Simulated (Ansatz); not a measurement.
# NH3O (triplet): the correlation ladder at distance N1–H4 along a hydrogen transfer = 1.050 Å, cc-pVDZ

One table from this session's results is given with a row withheld; the runs are named, their logs left out.

Method: cc-pVDZ, core rule «outside noble gas», up to 2 orbitals frozen; program: Ansatz 0.2.0, Gaussian basis.

To be run: UHF; CCSD(T) on ROHF; CCSD(T) on UHF; BCCD(T) on ROHF; CISD; CCSDT(Q) on ROHF; CCSDT(Q) on UHF; CASSCF and MRCISD+Q, 4 electrons in 4 orbitals; CASSCF and NEVPT2, 4 electrons in 4 orbitals; CASSCF and NEVPT2, 14 electrons in 11 orbitals.

7 further runs of the same task are left out: 5 that didn't finish, 2 set aside as unsound or not needed.

### The geometry

The geometry derives from fragments relaxed apart (PBE0/def2-TZVP) and kept rigid, so it is no stationary point. A hydrogen atom is moved between rigid fragments.

5 atoms, charge 0, spin multiplicity 3.

Atoms are counted from 1 here; the program's logs count them from 0.

Bond lengths: N1–H2 1.012 Å, N1–H3 1.012 Å, N1–H4 1.050 Å, H4–O5 1.217 Å. Angles: H2–N1–H3 107.1°, H2–N1–H4 107.1°, H3–N1–H4 107.1°, N1–H4–O5 180.0°.

Set-up of the first run:

in.yaml

```yaml
crystal:
  periodic: [false, false, false]
  atoms:
    - {symbol: N, position_ang: [-1.112013, -0.017258, -0.026862]}
    - {symbol: H, position_ang: [-1.409293, 0.950575, -0.026861]}
    - {symbol: H, position_ang: [-1.409292, -0.419557, 0.853398]}
    - {symbol: H, position_ang: [-0.062013, -0.017258, -0.026862]}
    - {symbol: O, position_ang: [1.154987, -0.017257, -0.026862]}
basis:
  gaussian: {orbitals: cc-pVDZ}
magnetization: {spin_polarized: true, initial_magnetization: 2}
hamiltonian: {xc: hf}
output: {orbitals: {seedname: orbitals}}
```

The run is started by

```console
$ ansatz run in.yaml --threads 1 --pin off --events-out ev --progress --plain --max-ram 2393MiB
```

Steps of the session up to this table: UHF; CCSD(T) on ROHF; CCSD(T) on UHF; BCCD(T) on ROHF; CISD; CCSDT(Q) on ROHF; CCSDT(Q) on UHF; CASSCF and MRCISD+Q, 4 electrons in 4 orbitals; CASSCF and NEVPT2, 4 electrons in 4 orbitals; CASSCF and NEVPT2, 14 electrons in 11 orbitals.

One of the session's tables, all rows but one given; the rest of the session is left out.

It belongs to the step «Misses and costs». 

| method | from UCCSDT(Q) (meV) |
| --- | --- |
| ROHF | +9748.5 |
| UHF | +9458.2 |
| RMP2 | +1132.9 |
| UMP2 | ? |
| CISD | +971.9 |
| RCCSD | +226.9 |
| UCCSD | +218.9 |
| RCCSD(T) | +37.1 |
| UCCSD(T) | +35.3 |
| BCCD(T) | +37.3 |
| RCCSDT | +18.5 |
| UCCSDT | +17.1 |
| RCCSDT(Q) | +2.1 |
| UCCSDT(Q) | 0 |
| CASSCF pair | +9113.1 |
| NEVPT2 pair | +1065.7 |
| CASSCF valence | +7475.6 |
| NEVPT2 valence | +1371.0 |

**Question.** Estimate the row for UMP2.

The run gave: from UCCSDT(Q) (meV): +1106.6. In the column «from UCCSDT(Q) (meV)» it lies between NEVPT2 pair (+1065.7) and RMP2 (+1132.9).

Not comparable, so not listed: CASSCF and MRCISD+Q, 4 electrons in 4 orbitals (they don't share determinant, frozen orbitals or solution with the rows shown, or repeat one).

Limits of these values: Restricted and unrestricted rows rest on different reference determinants; where their highest levels disagree by more than a few hundredths of an eV, they describe different states and don't form one ladder. Warnings in the runs' records: passed over end.
